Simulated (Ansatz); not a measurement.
The cluster P5⁺, relaxed as a singlet with RKS B3LYP-D4/def2-SVP in Ansatz, starting from the GFN1-xTB geometry. Force threshold 0.02 eV/Å.

The structure comes from a short search, and lower isomers may exist.

Start:

Cartesian coordinates in Å:
```
P -0.888 1.036 0.096
P 0.891 0.429 -1.241
P 1.192 0.481 0.926
P -0.748 -0.999 -0.975
P -0.447 -0.946 1.194
```

| step | energy (eV) | largest force component (eV/Å) | SCF passes |
| --- | --- | --- | --- |
| 1 | -46424.4730 | 0.997 | 16 |
| 2 | -46424.5128 | 0.424 | 17 |
| 3 | -46424.5209 | 0.050 | 16 |
| 4 | -46424.5211 | 0.008 | 15 |

Force components are those of the run's own axes.

End:

```xyz
5

P    -0.912    1.065    0.100
P     0.905    0.429   -1.256
P     1.210    0.484    0.938
P    -0.754   -1.017   -0.988
P    -0.449   -0.961    1.206
```

By distances, no bond broke or formed. The bond that changes most is P1–P4, from 2.30 to 2.35 Å (atoms count from 1).

No frequencies were taken in this run, so the end may be a saddle point.

It took 2.6 s on 4 threads of Arm Neoverse V2 on a shared host.
